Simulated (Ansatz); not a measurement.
# C2H6Si (SMILES CC[SiH]): B3LYP/6-31G(d) (spherical functions)

Aim: the energy change on altering one bond length of C2H6Si at B3LYP/6-31G* (spherical functions), from 2 runs. 

The results are computed with Ansatz 0.2.0.

60 further runs of the same task are left out: 60 set aside as unsound or not needed.

### Step 1. The system as given

The species is C2H6Si (9 atoms), meant as a singlet with charge 0. As SMILES, `CC[SiH]`. Geometry: relaxed at PBE0-D4/def2-TZVP. This is one conformer, not always the lowest.

Bond lengths: C1–C2 1.523 Å, C2–Si3 1.891 Å, C1–H4 1.094 Å, C1–H5 1.093 Å, C1–H6 1.092 Å, C2–H7 1.095 Å, C2–H8 1.111 Å, Si3–H9 1.532 Å. Some angles: C1–C2–Si3 121.0°, C1–C2–H7 111.7°, C1–C2–H8 109.8°, Si3–C2–H7 110.3°, Si3–C2–H8 97.9°, C2–C1–H4 112.0°, C2–C1–H5 111.1°, C2–C1–H6 111.0°, C2–Si3–H9 94.7°, H7–C2–H8 104.1°.

### Step 2. The energy at B3LYP/6-31G(d) (spherical functions)

in.yaml reads:

```yaml
crystal:
  periodic: [false, false, false]
  atoms:
    - {symbol: C, position_ang: [-0.593600, 0.495600, -0.562700]}
    - {symbol: C, position_ang: [0.423400, -0.563800, -0.158900]}
    - {symbol: Si, position_ang: [1.475100, -0.358700, 1.398700]}
    - {symbol: H, position_ang: [-1.208900, 0.173100, -1.407700]}
    - {symbol: H, position_ang: [-0.098000, 1.423000, -0.860500]}
    - {symbol: H, position_ang: [-1.258400, 0.736300, 0.269500]}
    - {symbol: H, position_ang: [1.051000, -0.864800, -1.004300]}
    - {symbol: H, position_ang: [-0.103000, -1.497700, 0.133400]}
    - {symbol: H, position_ang: [0.401100, 0.410600, 2.175300]}
basis:
  gaussian: {orbitals: 6-31G_st_-spherical.json}
output: {orbitals: {seedname: orbitals}}
hamiltonian: {xc: {name: B3LYP}}
accuracy: high
```

The basis set 6-31G* is read from a file made from the Basis Set Exchange's data (not shown).

Started as:

```bash
ansatz run in.yaml --threads 1 --pin off --max-ram 3480MiB --events-out events.jsonl --progress --plain --runs-dir runs
```

What it wrote:

```text
Warning: RAYON_NUM_THREADS=1 ignored (pool sized by the plan → 1); use --threads N
Functional definition: B3LYP
  name "B3LYP"
  parameter a0 = 0.2
  parameter ax = 0.72
  parameter ac = 0.81
  exchange = (1 - a0 - ax)*slater_x + ax*b88_x + a0*exact_x
  correlation = (1 - ac)*vwn_rpa_c + ac*lyp_c
1403 factors; integrals over basis functions are off by at most 3.3e-9 eV
mean field evaluation 1: about -10041.7982 eV, gradient 4.9e1 eV
mean field evaluation 2: about -10035.1291 eV, gradient 6.8e1 eV
mean field evaluation 4: about -10047.7509 eV, gradient 2.2e0 eV
mean field evaluation 8: about -10047.7540 eV, gradient 1.8e-2 eV
mean field evaluation 16: about -10047.7540 eV, gradient 4.1e-6 eV
mean field -10047.75399067 eV, -369.2481485448 hartree, gradient 3.6e-8 eV, S^2 0.000000; 0 other end points of the search recorded, 0 dependent functions left out
reference -10047.75402510 eV, -369.2481498101 hartree; 16, 16 occupied and 42, 42 virtual orbitals, 1403 factors
Total energy: -10047.75402510 eV, -369.2481498101 hartree
```

Wall time 3.9 s (1 thread of Arm Neoverse V1, shared host); peak memory 0.17 GiB.

### Step 3. The distorted shape

run.yaml reads:

```yaml
crystal:
  periodic: [false, false, false]
  atoms:
    - {symbol: C, position_ang: [-0.909087, 0.434075, -1.029946]}
    - {symbol: C, position_ang: [0.107913, -0.625325, -0.626146]}
    - {symbol: Si, position_ang: [1.475100, -0.358700, 1.398700]}
    - {symbol: H, position_ang: [-1.524387, 0.111575, -1.874946]}
    - {symbol: H, position_ang: [-0.413487, 1.361475, -1.327746]}
    - {symbol: H, position_ang: [-1.573887, 0.674775, -0.197746]}
    - {symbol: H, position_ang: [0.735513, -0.926325, -1.471546]}
    - {symbol: H, position_ang: [-0.418487, -1.559225, -0.333846]}
    - {symbol: H, position_ang: [0.401100, 0.410600, 2.175300]}
basis:
  gaussian: {orbitals: 6-31G_st_-spherical.json}
hamiltonian: {xc: {name: B3LYP}}
accuracy: high
output: {orbitals: {seedname: orbitals}}
```

The basis set 6-31G* is read from a file made from the Basis Set Exchange's data (not shown).

Started as:

```bash
ansatz run run.yaml --threads 1 --pin off --max-ram 3480MiB --events-out events.jsonl --progress --plain --runs-dir runs
```

What it wrote:

```text
Warning: RAYON_NUM_THREADS=1 ignored (pool sized by the plan → 1); use --threads N
Functional definition: B3LYP
  name "B3LYP"
  parameter a0 = 0.2
  parameter ax = 0.72
  parameter ac = 0.81
  exchange = (1 - a0 - ax)*slater_x + ax*b88_x + a0*exact_x
  correlation = (1 - ac)*vwn_rpa_c + ac*lyp_c
1375 factors; integrals over basis functions are off by at most 3.7e-9 eV
mean field evaluation 1: about -10039.1885 eV, gradient 5.2e1 eV
mean field evaluation 2: about -9970.0116 eV, gradient 1.2e2 eV
mean field evaluation 4: about -10046.6275 eV, gradient 6.0e0 eV
mean field evaluation 8: about -10046.7114 eV, gradient 1.3e-1 eV
mean field evaluation 16: about -10046.7115 eV, gradient 1.0e-5 eV
mean field -10046.71148777 eV, -369.2098372700 hartree, gradient 5.7e-8 eV, S^2 0.000000; 0 other end points of the search recorded, 0 dependent functions left out
reference -10046.71152392 eV, -369.2098385986 hartree; 16, 16 occupied and 42, 42 virtual orbitals, 1375 factors
Total energy: -10046.71152392 eV, -369.2098385986 hartree
```

Wall time 4.2 s (1 thread of Arm Neoverse V1, shared host); peak memory 0.17 GiB.

### Step 4. What came out

At B3LYP/6-31G* (spherical functions):

```
                                                          quantity          value
                                         first shape: total energy  -369.24815 Eh
                                          first shape: HOMO energy       -5.93 eV
                                          first shape: LUMO energy       -2.56 eV
                                        first shape: HOMO–LUMO gap        3.37 eV
                                     distorted shape: total energy  -369.20984 Eh
                                      distorted shape: HOMO energy       -5.88 eV
                                      distorted shape: LUMO energy       -3.07 eV
                                    distorted shape: HOMO–LUMO gap        2.81 eV
energy change with the C2–Si3 bond stretched from 1.891 to 2.458 Å       1.043 eV
```

What this shows: With the C2–Si3 bond stretched from 1.891 to 2.458 Å the energy rises by 1.04 eV (101 kJ/mol). The first shape isn't relaxed at this level, so the change isn't measured from a minimum.
